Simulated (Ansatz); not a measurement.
Q: Name a neutral molecule of C, F, N, O and H with size of the dipole moment (B3LYP/def2-TZVPP) between 1.75 and 2.05 D and HOMO–LUMO gap (PBE/def2-TZVPP) between 4.40 and 4.70 eV (Ansatz, PBE0-D4/def2-TZVP geometry).

A: `N/C=C1\OC1F` (1.96 D, 4.59 eV). Other molecules can fit too; these were computed, each in one conformer that needn't be the lowest.

B3LYP here is the variant with VWN-RPA as its local correlation; programs differ in this.
